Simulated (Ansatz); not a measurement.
`N=C(N)F` and `CCC(=N)N` differ in one atom or group.

Ansatz, PBE0-D4/def2-TZVP geometries, multiplicity 1. Each molecule was computed in one conformer, which needn't be the lowest.

```csv
property,`N=C(N)F`
size of the dipole moment (B3LYP/def2-TZVPP) / D,2.11
HOMO–LUMO gap (B3LYP/def2-TZVPP) / eV,7.82
HOMO–LUMO gap (ωB97M-V/def2-TZVPP) / eV,12.15
LUMO energy (ωB97M-V/def2-TZVPP) / eV,2.31
HOMO–LUMO gap (PBE0/def2-TZVPP) / eV,8.44
HOMO energy (PBE/def2-TZVPP) / eV,-6.17
```

(1) What does the change do to each property? (Best estimate.)

## Answers

(1) Ansatz gave: 
```
                                        property  `CCC(=N)N`  shift
size of the dipole moment (B3LYP/def2-TZVPP) / D        2.88   0.77
           HOMO–LUMO gap (B3LYP/def2-TZVPP) / eV        6.91  -0.91
         HOMO–LUMO gap (ωB97M-V/def2-TZVPP) / eV       11.27  -0.88
           LUMO energy (ωB97M-V/def2-TZVPP) / eV        2.13  -0.18
            HOMO–LUMO gap (PBE0/def2-TZVPP) / eV        7.46  -0.98
               HOMO energy (PBE/def2-TZVPP) / eV       -5.57   0.60
```

With PBE0 the HOMO rises by 0.70 eV and the LUMO falls by 0.29 eV, so the gap narrows by about 0.99 eV. PBE moves the HOMO by 0.60 eV and ωB97M-V by 0.70 eV. Dipoles are sizes alone; their direction can turn.

B3LYP here is the variant with VWN-RPA as its local correlation; programs differ in this.
